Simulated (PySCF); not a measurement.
Bond curve of SiN

Set-up: PySCF, no relativity, basis sets Si aug-cc-pV(D+d)Z, N aug-cc-pVDZ. Energies in eV from Si + N in their ground configurations at the same level. State: ²Σ⁺ (doublet), unpaired electrons σ ↑.

All columns are BLYP. A positive dipole means Si(−)N(+).

```tsv
R (Å)	E (eV)	μ (D)	Mulliken charge on Si (basis-dependent)	HOMO (eV)	LUMO (eV)	Mayer bond order	⟨S²⟩
1.355	-3.044	-2.39	0.36	-7.28	-5.76	2.90	0.76
1.417	-4.036	-2.53	0.36	-7.09	-5.85	2.79	0.76
1.480	-4.613	-2.67	0.38	-6.89	-5.92	2.68	0.76
1.528	-4.840	-2.77	0.40	-6.75	-5.96	2.61	0.76
1.575	-4.934	-2.86	0.42	-6.62	-5.98	2.54	0.76
1.622	-4.923	-2.94	0.44	-6.50	-6.00	2.48	0.76
1.685	-4.788	-3.05	0.47	-6.34	-6.01	2.41	0.77
1.764	-4.487	-3.17	0.49	-6.17	-6.01	2.33	0.78
1.859	-4.013	-3.29	0.50	-5.97	-5.98	2.24	0.80
1.984	-3.312	-3.36	0.48	-5.73	-5.91	2.09	0.92
```

A fit through these points gives, at Re = 1.593 Å, μ = -2.89 D and dμ/dR = -1.82 D/Å; the reduced mass is 9.332 u.

Problem. How strong is the fundamental in the double-harmonic approximation, I = 42.26·(dμ/dR)²/μred km/mol?

Solution. I = 42.26·(-1.82)²/9.332 = 15.0 km/mol at BLYP.

⟨S²⟩ of the unrestricted solution departs from its pure value on part of the curve, where spin states mix. The state is the lowest determinant that a PBE0 search found; another state may lie lower at other levels.

At some distances an empty level lies below a filled one, because the occupation is held.
